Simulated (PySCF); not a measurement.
Two species compared at the same levels of theory.

First species: C2H12SSi3.
SMILES: `[SiH2](S[SiH3])C[SiH2]C`

Second species: Tetrafluoroethene, C2F4.
SMILES: `FC(F)=C(F)F`

Levels: CAM-B3LYP/def2-SVPD for dipole moment, HOMO energy, LUMO energy, HOMO–LUMO gap, static isotropic polarisability and electronic spatial extent ⟨r²⟩ about the centre of nuclear charge; TDDFT CAM-B3LYP/def2-SVPD for lowest singlet excitation; TDA CAM-B3LYP/def2-SVPD for lowest triplet excitation (Tamm–Dancoff); GFN2-xTB for rotational constant A and rotational constant C. Geometries: GFN2-xTB. Each species is one conformer at its optimised geometry, gas phase, non-relativistic unless stated. Electronic properties by PySCF.

The conformers computed, where there is a choice (atom-mapped SMILES and torsion angles):
- `[CH3:1][SiH2:2][CH2:3][SiH2:4][S:5][SiH3:6]`: C1–Si2–C3–Si4 -55°, Si2–C3–Si4–S5 -53°, C3–Si4–S5–Si6 -55°

Task: Which has the higher HOMO energy?

Result: The first: -8.46 eV against -9.34 eV, a difference of 0.88 eV.

Task: Which has the higher T1 energy?

Result: The first: 5.67 eV against 4.60 eV, a difference of 1.07 eV.

Task: Which of the two has the higher rotational constant C, and by how much?

Result: The second: 2.014 GHz against 0.733 GHz, a difference of 1.281 GHz.

Task: Which of the two has the higher rotational constant A, and by how much?

Result: The second: 5.536 GHz against 2.127 GHz, a difference of 3.409 GHz.

Task: Which of the two has the higher S1 energy, and by how much?

Result: The second: 6.83 eV against 6.03 eV, a difference of 0.80 eV.

Task: Which has the higher static isotropic polarisability?

Result: The first: 123.3 au against 29.3 au, a difference of 94.0 au.

Task: Which of the two has the higher ⟨r²⟩, and by how much?

Result: The first: 1757 bohr² against 497 bohr², a difference of 1260 bohr².

Task: Which has the higher HOMO–LUMO gap?

Result: The second: 10.23 eV against 9.20 eV, a difference of 1.03 eV.

On the first: The polarisability is 18.28 Å³ as a volume (1 au = 0.148185 Å³), or 1.50 au for each of the 82 electrons. The principal polarisabilities are 111.8, 119.9 and 138.3 au; their mean is the isotropic value.

On the second: S1 lies 3.40 eV below the HOMO–LUMO gap; its leading configuration is HOMO→LUMO, weight 0.97. The vertical singlet–triplet gap S1 − T1 is 2.23 eV (TDDFT singlet less Tamm–Dancoff triplet; S1: HOMO→LUMO, weight 0.97; T1: HOMO→LUMO+1, weight 0.98).
